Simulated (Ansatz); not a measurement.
# B2SiH+ (quintet): from Hartree-Fock to the top rungs, def2-TZVPP

One table from this session's results is given with a row withheld; the runs are named, their logs left out.

Method: def2-TZVPP, core rule «outside noble gas», up to 7 orbitals frozen; program: Ansatz 0.2.0, Gaussian basis.

The runs, in order: UHF; ROHF; CCSD(T) on UHF.

## What is computed

The geometry is a PBE0/def2-TZVP stationary point (not a proven minimum) of the parent state, kept for this charge and spin.

4 atoms, charge 1, spin multiplicity 5.

Atoms are counted from 1 here; the program's logs count them from 0.

Bond lengths: B1–Si2 1.995 Å, B1–B3 1.731 Å, Si2–B3 1.946 Å, B3–H4 1.188 Å. Angles: Si2–B1–B3 62.5°, B1–Si2–B3 52.1°, B1–B3–Si2 65.4°, B1–B3–H4 134.1°, Si2–B3–H4 160.5°.

The first run:

in.yaml reads:

```yaml
crystal:
  periodic: [false, false, false]
  atoms:
    - {symbol: B, position_ang: [0.000000, -1.102278, -0.760213]}
    - {symbol: Si, position_ang: [0.000000, 0.151019, 0.792273]}
    - {symbol: B, position_ang: [0.000000, 0.594686, -1.102049]}
    - {symbol: H, position_ang: [0.000000, 1.236325, -2.101784]}
basis:
  gaussian: {orbitals: def2-TZVPP}
total_charge: 1
magnetization: {spin_polarized: true, initial_magnetization: 4}
hamiltonian: {xc: hf}
output: {orbitals: {seedname: orbitals}}
```

Started as:

```bash
ansatz run in.yaml --threads 1 --pin off --events-out ev --progress --plain --max-ram 4096MiB --backend cpu
```

Steps of the session up to this table: UHF; ROHF; CCSD(T) on UHF.

One of the session's tables, all rows but one given; the rest of the session is left out.

| method | from UCCSD(T) (kcal/mol) |
| --- | --- |
| ROHF | +154.80 |
| UHF | ? |
| UMP2 | +30.50 |
| UCCSD | +7.85 |
| UCCSD(T) | 0 |

Q: Estimate the row for UHF from the others.

**Answer.** from UCCSD(T) (kcal/mol): +152.32. In the column «from UCCSD(T) (kcal/mol)» it lies between UMP2 (+30.50) and ROHF (+154.80).
